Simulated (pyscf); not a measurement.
`[GeH2]` [singlet] + `[CH3][OH]` -> `[CH3][O][GeH3]`, an insertion (singlet surface; H–O broken, Ge–O, Ge–H formed). Single points on ωB97X-D3(BJ)/def2-SVP structures (PySCF, gas phase). MP2 and CC: frozen core, UHF for open shells. ΔMP2 is the change of the MP2 total energy from the triple- to the quadruple-zeta basis. Energies in kcal/mol from the separated reactants.

Small-basis levels: PySCF, no dispersion term, spherical d functions. AM1 to PM7: differences of heats of formation from MOPAC, which are fitted to 298 K values and so differ in kind from electronic energies by zero-point and thermal terms. Cost: rough CPU time at the saddle relative to B3LYP/6-31G*+LANL2DZ, from one job on a shared machine.

| level | barrier | reaction energy | cost |
|---|---|---|---|
| HF/3-21G | [?] | -57.7 | 0.08 |
| HF/6-31G*+LANL2DZ | 38.9 | -39.1 | 0.09 |
| MP2/6-31G*+LANL2DZ | [?] | -49.9 | 0.1 |
| B3LYP/6-31G*+LANL2DZ | 14.3 | -43.9 | 1 |
| PBE/def2-SVP | 3.3 | -45.3 | 3 |
| B3LYP/def2-SVP | 13.3 | -42.4 | 2 |
| PM7 | -25.3 | -70.1 | under 0.02 |
| CCSD(T)/def2-TZVPP + ΔMP2(QZVPP) | [?] | -46.2 | – |

### Question
Complete the blanks.

### Answer

- HF/3-21G, barrier: 21.4
- MP2/6-31G*+LANL2DZ, barrier: 13.2
- CCSD(T)/def2-TZVPP + ΔMP2(QZVPP), barrier: 13.4

Against the last row the barrier runs from -38.7 (PM7) to +25.4 kcal/mol (HF/6-31G*+LANL2DZ). At PM7 this geometry lies under one side, so the entry may be no barrier of that level: it is a single point on another level's saddle. CCSD(T)/def2-TZVPP + ΔMP2(QZVPP) has limits of its own. On the reactant side the descent ends in an adduct with a Ge–O contact, 19.6 kcal/mol under the separated species and 33.2 kcal/mol under the saddle at ωB97X-D3(BJ)/def2-TZVP. What is counted as formed (Ge–O) is already present as a longer contact in the reactant adduct; forming that adduct is a step of its own. One saddle was located; it need not be the lowest between these sides. The CCSD(T) − MP2 part came from Ansatz, without density fitting, on the same reference. The frozen core leaves the outer d or s,p core shells of the metals and heavy elements correlated in the MP2 and CC values, and def2-TZVPP describes them poorly, which can shift differences by a few kcal/mol. In the def2 sets elements up to Kr have no core potential.
